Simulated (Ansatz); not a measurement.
# BaNiS$_{2}$: computed properties

All numbers below come from DFT PBEsol, scalar-relativistic, plane waves, PAW (Ansatz).

Plane waves to 420 eV, a k mesh through Γ of 8×8×4 on the computed 8-atom cell and Gaussian smearing (0.10 eV); no spin polarisation.

The structure is relaxed at this level of theory with its symmetry kept. Whether it is the stable form of this composition wasn't checked.

```
Ba Ni S
1.0
     4.33751    0.00000    0.00000
     0.00000    4.33751    0.00000
     0.00000    0.00000    8.76240
Ba Ni S
2 2 4
Cartesian
  2.1688 0.0000 7.0111
  0.0000 2.1688 1.7513
  2.1688 0.0000 3.6197
  0.0000 2.1688 5.1427
  0.0000 0.0000 4.3812
  2.1688 2.1688 4.3812
  2.1688 0.0000 1.3580
  0.0000 2.1688 7.4044
```

| Property | Result |
| --- | --- |
| Space group | P4/nmm (No. 129) |
| Volume per atom | 20.61 Å³ |
| Formation energy from the elements' standard states (uncorrected) | -1.297 eV/atom |
| Kohn–Sham band gap | none (metal) |
| Density of states at the Fermi level | 1.17 states/eV per cell |
| Löwdin character within 0.5 eV of the Fermi level | Ni 3d 49 %, S 3p 44 %, unprojected 4 % |
| Bulk modulus | 68 GPa |
| Its pressure derivative | 5.1 |
| Bader charges (e) | Ba (2 in the cell) 1.38, Ni (2 in the cell) 0.42, S (2 in the cell) -0.66, S (2 in the cell) -1.14 |

Spin-orbit coupling is left out, which matters for the bands of heavy elements.

A ferromagnetic start lost its moments in a first run, so spin was left out; other magnetic orders weren't tried.

Cost: 6 runs of about 28 core-minutes in all, on AMD EPYC 7R43 (Zen 3) (shared hosts).